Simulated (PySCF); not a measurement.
Gas-phase reaction: 4 SiCl₃F ⇌ SiF₄ + 3 SiCl₂ + 3 Cl₂, at 800 K and a standard pressure of 1 bar. Level: r2SCAN/def2-TZVP†.

Energies from PySCF, thermal terms from the rigid-rotor harmonic-oscillator model, ideal gas at 1 bar. † marks an energy on the PBE0/def2-TZVP geometry and frequencies. All species are closed-shell singlets. The harmonic model lacks anharmonicity and excited electronic states, which grow with temperature; levels with a mode under 35 cm⁻¹ are left out.

```
species       E (Ha)  H(800 K) − E (kJ/mol)  S°(800 K) (J/mol/K)
-------  -----------  ---------------------  -------------------
SiCl₃F   -1770.11276                   90.3                426.9
SiF₄      -689.15749                   94.0                370.8
SiCl₂    -1209.90697                   47.6                336.0
Cl₂       -920.32807                   30.5                257.8
```
E: electronic energy; H − E holds the zero-point and thermal terms. 1 Ha = 2625.5 kJ/mol.

Question: Work out ΔH°, ΔS°, ΔG° and log10 K from these numbers.

Answer: 1. ΔE = 1×(-689.15749) + 3×(-1209.90697) + 3×(-920.32807) − 4×(-1770.11276) = 0.58843 Ha = 1544.9 kJ.
2. Δ(H − E) = 1×(94.0) + 3×(47.6) + 3×(30.5) − 4×(90.3) = -32.9 kJ, so ΔH° = 1512.0 kJ.
3. ΔS° = 1×(370.8) + 3×(336.0) + 3×(257.8) − 4×(426.9) = 444.6 J/K; the number of gas molecules changes by +3.
4. ΔG° = ΔH° − TΔS° = 1512.0 − 800×(444.6)/1000 = 1156.3 kJ.
5. log10 K = −ΔG°/(RT ln 10) = -75.48, with RT ln 10 = 15.32 kJ/mol; at standard pressures the reactants are favoured.
6. A shift of 10 kJ in ΔE would move log10 K by 0.65 here.
For scale, ΔH°(298 K) is 1526 kJ at this level, 1464 kJ at ωB97M-V/def2-TZVP†, and runs from 1010 to 1585 kJ over the 20 levels computed.
